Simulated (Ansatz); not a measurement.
## 1T (CdI2-type) SnSe₂

The numbers are results of r²SCAN0 (plane waves, PAW; Ansatz, an electronic-structure program), not measurements.

Numerical settings: plane-wave cutoff 520 eV, 9×9×4 k mesh (along the axes of the cell as run), Fermi–Dirac smearing 0.01 eV, scalar-relativistic PAW data made under PBE.

Cell (relaxed at this level):

```yaml
crystal:
  lattice:
    - [1.90506, -3.29967, 0.00000]
    - [1.90506, 3.29967, 0.00000]
    - [0.00000, 0.00000, 6.55844]
  atoms:
    - { symbol: Sn, position: [0.00000, 0.00000, 0.00000] }
    - { symbol: Se, position: [0.33333, 0.66667, 0.23666] }
    - { symbol: Se, position: [0.66667, 0.33333, 0.76334] }
```

```yaml
band_gap: 2.27 eV
smallest_direct_gap_on_the_k_points_sampled: 2.77 eV
"Γ–Γ gap": 3.05 eV
```

Measured, for comparison: band gap 0.98 eV (temperature not stated, no zero-point or thermal correction, indirect, our sources range from 0.98 to 1.06; as tabulated in Gonzalez and Oleynik (2016), arXiv:1609.04381).

Note: the cell comes from a level without a dispersion term, which matters for the spacing of layers, chains or molecules; the cell has widely spaced layers and the level no dispersion term, so their spacing and the moduli can rest on weak binding.

Spin–orbit coupling is not included.

Computed values are for the static lattice.
